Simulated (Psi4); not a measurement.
**triplet C2F4: levels of theory compared**

We compute a comparison of 3 runs (UBLYP/6-31G*, UPBE/6-31G*, USVWN5/6-31G*) of triplet C2F4. 

The results are computed with Psi4 1.11.

1 further run of the same task is left out (set aside as unsound or not needed).

## 1. The structure to begin with

C2F4 has 6 atoms, charge 0, and is taken as a triplet. As SMILES of the parent species, `FC(F)=C(F)F`. The shape is that of a PBE0-D4/def2-TZVP optimisation. That shape belongs to the parent species and isn't relaxed for this state.

Bond lengths: F1–C2 1.310 Å, C2–F3 1.310 Å, C2–C4 1.320 Å, C4–F5 1.310 Å, C4–F6 1.310 Å. Angles: F1–C2–F3 113.3°, F1–C2–C4 123.4°, F3–C2–C4 123.4°, C2–C4–F5 123.4°, C2–C4–F6 123.4°, F5–C4–F6 113.3°.

## 2. Energy and forces at UBLYP/6-31G(d) (spherical functions) (run 1)

Contents of input.json:

```json
{
 "schema_name": "qcschema_input",
 "schema_version": 1,
 "molecule": {
  "schema_name": "qcschema_molecule",
  "schema_version": 2,
  "symbols": ["F", "C", "F", "C", "F", "F"],
  "geometry": [2.20946778, -2.14389429, -1.3379261, 0.38266954, -1.20980266, 0.04856596, -0.63778257, -2.87351755, 1.57281905, -0.3560244, 1.16936253, -0.07766774, 0.66423873, 2.83326638, -1.60173186, -2.18301162, 2.10345415, 1.30882431],
  "molecular_charge": 0,
  "molecular_multiplicity": 3,
  "fix_symmetry": "c1",
  "fix_com": true,
  "fix_orientation": true
 },
 "driver": "gradient",
 "model": {
  "method": "blyp",
  "basis": "6-31G*"
 },
 "keywords": {
  "reference": "uks",
  "puream": true,
  "e_convergence": 1e-09,
  "d_convergence": 1e-08,
  "scf_type": "pk",
  "dft_radial_points": 99,
  "dft_spherical_points": 590,
  "maxiter": 200,
  "scf_properties": ["LOWDIN_CHARGES", "MAYER_INDICES", "QUADRUPOLE"]
 }
}
```

Run with:

```bash
$ psi4 --qcschema input.json -n 1 --memory 1600MB
```

stdout:

```text
[...]
  Running in c1 symmetry.
[...]
  Nuclear repulsion =  245.555220822946922
[...]
  Multiplicity = 3
[...]
  Nalpha       = 25
  Nbeta        = 23
[...]
    Number of basis functions: 84
[...]
   @UKS iter   1:  -475.18639171838333    2.40384e-01   5.06578e-03 ADIIS/DIIS
[...]
   @UKS iter  12:  -475.26407660133202   -6.25278e-13   1.69962e-09 DIIS
[...]
   @S^2 Observed:                2.003552597E+00
[...]
  @UKS Final Energy:  -475.26407660133202
   => Energetics <=
    Nuclear Repulsion Energy =            245.5552208229469215
    One-Electron Energy =               -1147.4301136032977411
    Two-Electron Energy =                 479.3777475660680238
    DFT Exchange-Correlation Energy =     -52.7669313870492545
    Empirical Dispersion Energy =           0.0000000000000000
    VV10 Nonlocal Energy =                  0.0000000000000000
    Total Energy =                       -475.2640766013320217
[...]
  -Total Gradient:
     Atom            X                  Y                   Z
    ------   -----------------  -----------------  -----------------
       1       -0.029904005651     0.005250691799     0.026161272671
       2       -0.057830153649     0.186268851688    -0.009932751828
       3        0.022467651707     0.018638013907    -0.027384686317
       4        0.057892483005    -0.186292566615     0.009872430352
       5       -0.022496067330    -0.018654016337     0.027401723042
       6        0.029870150845    -0.005210959672    -0.026118041884
[...]
```

The result, in JSON:

```text
{
 "driver": "gradient",
 "model": {
  "method": "blyp",
  "basis": "6-31G*"
 },
 "success": true,
 "return_result": [-0.029904005651283094, 0.005250691799346063, 0.026161272670615077, -0.05783015364900962, 0.18626885168838422, -0.009932751828032608, 0.022467651707473862, 0.018638013907494533, -0.0273846863173694, 0.05789248300464553, -0.18629256661477653, 0.009872430351675059, -0.022496067330406794, -0.018654016337205148, 0.0274017230416701, 0.02987015084457667, -0.005210959672230092, -0.026118041884489407],
 "properties": {
  "calcinfo_nbasis": 84,
  "calcinfo_nmo": 84,
  "calcinfo_nalpha": 25,
  "calcinfo_nbeta": 23,
  "calcinfo_natom": 6,
  "nuclear_repulsion_energy": 245.55522082294692,
  "return_energy": -475.264076601332,
  "return_gradient": [-0.029904005651283094, 0.005250691799346063, 0.026161272670615077, -0.05783015364900962, 0.18626885168838422, -0.009932751828032608, 0.022467651707473862, 0.018638013907494533, -0.0273846863173694, 0.05789248300464553, -0.18629256661477653, 0.009872430351675059, -0.022496067330406794, -0.018654016337205148, 0.0274017230416701, 0.02987015084457667, -0.005210959672230092, -0.026118041884489407],
  "scf_one_electron_energy": -1147.4301136032977,
  "scf_two_electron_energy": 479.377747566068,
  "scf_xc_energy": -52.766931387049254,
  "scf_dipole_moment": [0.0001396460149760692, -7.156464103719173e-05, -0.0001266268674804394],
  "scf_total_energy": -475.264076601332,
  "scf_total_gradient": [-0.029904005651283094, 0.005250691799346063, 0.026161272670615077, -0.05783015364900962, 0.18626885168838422, -0.009932751828032608, 0.022467651707473862, 0.018638013907494533, -0.0273846863173694, 0.05789248300464553, -0.18629256661477653, 0.009872430351675059, -0.022496067330406794, -0.018654016337205148, 0.0274017230416701, 0.02987015084457667, -0.005210959672230092, -0.026118041884489407],
  "scf_iterations": 12
 }
}
```

It took 14 s on 1 thread of Intel Xeon 6975P-C (Granite Rapids), shared host; peak memory 0.98 GiB.

## 3. The energy at UPBE/6-31G(d) (spherical functions) (run 2)

Contents of input.in:

```
memory 1600 MB

molecule mol {
  0 3
  F
  C 1 R2
  F 2 R3 1 A3
  C 2 R4 1 A4 3 D4
  F 4 R5 2 A5 1 D5
  F 4 R6 5 A6 2 D6

  R2 = 1.310403
  R3 = 1.310461
  A3 = 113.27803
  R4 = 1.31998
  A4 = 123.36136
  D4 = -179.99481
  R5 = 1.310425
  A5 = 123.36791
  D5 = -0.00722
  R6 = 1.310477
  A6 = 113.2713
  D6 = 179.99658
  symmetry c1
  no_reorient
  no_com
}

set reference uks
set puream true
set e_convergence 1e-09
set d_convergence 1e-08
set scf_type pk
set dft_radial_points 99
set dft_spherical_points 590
set maxiter 200

E, wfn = energy("pbe/6-31G*", return_wfn=True)
oeprop(wfn, "LOWDIN_CHARGES", "QUADRUPOLE", "DIPOLE", title="PBE")
print_variables()
```

Run with:

```bash
$ psi4 input.in input.out -n 1
```

input.out:

```text
[...]
  Running in c1 symmetry.
[...]
  Nuclear repulsion =  245.555227630409689
[...]
  Multiplicity = 3
[...]
  Nalpha       = 25
  Nbeta        = 23
[...]
    Number of basis functions: 84
[...]
   @UKS iter   1:  -474.79165368270236    2.42414e-01   4.70587e-03 ADIIS/DIIS
[...]
   @UKS iter  12:  -474.86331393976559   -1.64846e-12   1.77478e-09 DIIS
[...]
   @S^2 Observed:                2.003825341E+00
[...]
  @UKS Final Energy:  -474.86331393976559
   => Energetics <=
    Nuclear Repulsion Energy =            245.5552276304096893
    One-Electron Energy =               -1147.2296152030323810
    Two-Electron Energy =                 479.1425994720091239
    DFT Exchange-Correlation Energy =     -52.3315258391520786
    Empirical Dispersion Energy =           0.0000000000000000
    VV10 Nonlocal Energy =                  0.0000000000000000
    Total Energy =                       -474.8633139397655896
[...]
 Multipole Moments:
 ------------------------------------------------------------------------------------
     Multipole            Electronic (a.u.)      Nuclear  (a.u.)        Total (a.u.)
 ------------------------------------------------------------------------------------
 L = 1.  Multiply by 2.5417464519 to convert [e a0] to [Debye]
 Dipole X            :         -0.0000238            0.0000084           -0.0000154
 Dipole Y            :          0.0000139           -0.0000045            0.0000094
 Dipole Z            :         -0.0001468           -0.0000547           -0.0002015
 Magnitude           :                                                    0.0002023
 L = 2.  Multiply by 1.3450342976 to convert [e a0^2] to [Debye ang]
 Quadrupole XX       :        -21.1347901            0.0000007          -21.1347894
 Quadrupole XY       :          0.0083129           -0.0081240            0.0001889
[...]
```

It took 12 s on 1 thread of Intel Xeon 6975P-C (Granite Rapids), shared host; peak memory 0.98 GiB.

## 4. Energy and forces at USVWN5/6-31G(d) (spherical functions) (run 3)

Contents of c2f4.in:

```
memory 1600 mb

molecule m {
  0 3
  F      2.20946778    -2.14389429    -1.33792610
  C      0.38266954    -1.20980266     0.04856596
  F     -0.63778257    -2.87351755     1.57281905
  C     -0.35602440     1.16936253    -0.07766774
  F      0.66423873     2.83326638    -1.60173186
  F     -2.18301162     2.10345415     1.30882431
  units bohr
  symmetry c1
  no_reorient
  no_com
}

set basis 6-31G*
set reference uks
set puream true
set e_convergence 1e-09
set d_convergence 1e-08
set scf_type pk
set dft_radial_points 99
set dft_spherical_points 590
set maxiter 200

result, w = gradient("scf", dft_functional={"name": "SVWN5", "x_functionals": {"LDA_X": {}}, "c_functionals": {"LDA_C_VWN": {}}}, return_wfn=True)
print_variables()
```

Run with:

```bash
$ psi4 -i c2f4.in -o c2f4.out -n 1
```

c2f4.out:

```text
[...]
  Running in c1 symmetry.
[...]
  Nuclear repulsion =  245.555220822946922
[...]
  Multiplicity = 3
[...]
  Nalpha       = 25
  Nbeta        = 23
[...]
    Number of basis functions: 84
[...]
   @UKS iter   1:  -472.04277577104381    2.83242e-01   4.78466e-03 DIIS/ADIIS
[...]
   @UKS iter  12:  -472.11840897095823   -1.42109e-12   2.12702e-09 DIIS
[...]
   @S^2 Observed:                2.002263565E+00
[...]
  @UKS Final Energy:  -472.11840897095823
   => Energetics <=
    Nuclear Repulsion Energy =            245.5552208229469215
    One-Electron Energy =               -1146.8849661755521083
    Two-Electron Energy =                 478.7272227582468531
    DFT Exchange-Correlation Energy =     -49.5158863765998802
    Empirical Dispersion Energy =           0.0000000000000000
    VV10 Nonlocal Energy =                  0.0000000000000000
    Total Energy =                       -472.1184089709582281
[...]
  -Total Gradient:
     Atom            X                  Y                   Z
    ------   -----------------  -----------------  -----------------
       1       -0.010186284653    -0.004960248980     0.011243336750
       2       -0.061281676371     0.197389483920    -0.010521044612
       3        0.011528588574     0.000571703421    -0.010968621183
       4        0.061344882953    -0.197413858809     0.010461519634
       5       -0.011560663023    -0.000586949612     0.010983251555
       6        0.010155202842     0.004999877305    -0.011198485956
[...]
```

It took 11 s on 1 thread of Intel Xeon 6975P-C (Granite Rapids), shared host; peak memory 0.48 GiB.

## 5. The series

| run | level | task | energy (Eh) | dipole moment (D) | HOMO energy (eV) | ⟨S²⟩ | wall time |
| --- | --- | --- | --- | --- | --- | --- | --- |
| 1 | UBLYP/6-31G* (spherical functions) | gradient | -475.264077 | 0.00 | -0.39 | 2.004 | 14 s |
| 2 | UPBE/6-31G* (spherical functions) | energy | -474.863314 | 0.00 | -0.51 | 2.004 | 12 s |
| 3 | USVWN5/6-31G* (spherical functions) | gradient | -472.118409 | 0.00 | -0.53 | 2.002 | 11 s |

## 6. Results

| quantity | value |
| --- | --- |
| run 3: total energy | -472.11841 Eh |
| run 3: dipole moment | 0.00 D |
| run 3: HOMO energy (highest over α and β) | -0.53 eV |
| run 3: ⟨S²⟩ | 2.002 |
| run 3: largest force on an atom | 10.644 eV/Å |

In words: Totals of different functionals can't be ranked against each other. All runs together took 38 s, the longest 14 s.
